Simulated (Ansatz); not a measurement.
Ansatz (a first-principles code) input:

Ansatz 0.2 input:
```yaml
crystal:
  periodic: [false, false, false]
  atoms:
    - {symbol: C, position_ang: [1.24148412, -0.38487645, -0.02448150]}
    - {symbol: C, position_ang: [0.13162726, 0.61399813, -0.00546734]}
    - {symbol: O, position_ang: [-1.21553909, -0.18225276, -0.04318967]}
    - {symbol: H, position_ang: [-2.01707153, 0.37302904, -0.00729226]}
    - {symbol: H, position_ang: [0.07373152, 1.22038304, 0.89478114]}
    - {symbol: H, position_ang: [0.04921562, 1.21477509, -0.90633540]}
    - {symbol: H, position_ang: [2.17782210, 0.17928470, -0.03733501]}
    - {symbol: H, position_ang: [1.25514759, -1.00629661, 0.87265789]}
    - {symbol: H, position_ang: [1.21308039, -1.00752305, -0.91762756]}
    - {symbol: H, position_ang: [-1.26628133, -0.89036033, 0.62636158]}
basis:
  gaussian:
    orbitals: cc-pVTZ
hamiltonian:
  xc: pbe
total_charge: 1
magnetization: {spin_polarized: false}
correlation: {method: rpa, electrons: outside_noble_gas}
```

**Question.** Predict the final energy.

**Answer.** -155.41374 Eh (RPA@PBE/cc-pVTZ). The basis has 188 functions.

It need not be the lowest isomer of its formula.
